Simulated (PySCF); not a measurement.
This PySCF input (HF/def2-QZVPPD) gives -56.22450 Eh with 162 basis functions.

```python
import numpy as np, basis_set_exchange as bse
from pyscf import gto, scf, dft, df

basis = {'H': gto.basis.parse(bse.get_basis('def2-QZVPPD', elements=['H'], fmt='nwchem')), 'N': gto.basis.parse(bse.get_basis('def2-QZVPPD', elements=['N'], fmt='nwchem'))}
mol = gto.M(
    atom='''
    N     0.00224146   -0.00382052    0.11155442
    H    -0.00202883    0.95117179   -0.22808750
    H     0.80949996   -0.46442426   -0.29287493
    H    -0.82316134   -0.46000387   -0.25991854
    ''',
    basis=basis,
    charge=0,
    verbose=4,
    max_memory=1839,
)
mf = scf.RHF(mol)
mf = mf.density_fit(auxbasis=df.autoaux(mol))
mf.conv_tol = 1e-9
mf.max_cycle = 100
print('smallest overlap eigenvalue', np.linalg.eigvalsh(mol.intor('int1e_ovlp'))[0])
mf.kernel()
dip = mf.dip_moment()
```

Change:
```diff
- basis = {'H': gto.basis.parse(bse.get_basis('def2-QZVPPD', elements=['H'], fmt='nwchem')), 'N': gto.basis.parse(bse.get_basis('def2-QZVPPD', elements=['N'], fmt='nwchem'))}
+ basis = {'H': gto.basis.parse(bse.get_basis('def2-TZVPD', elements=['H'], fmt='nwchem')), 'N': gto.basis.parse(bse.get_basis('def2-TZVPD', elements=['N'], fmt='nwchem'))}
```

Question: What does the run give now?

Answer: -56.21943 Eh (HF/def2-TZVPD, 64 functions), a change of +5.07 mEh.
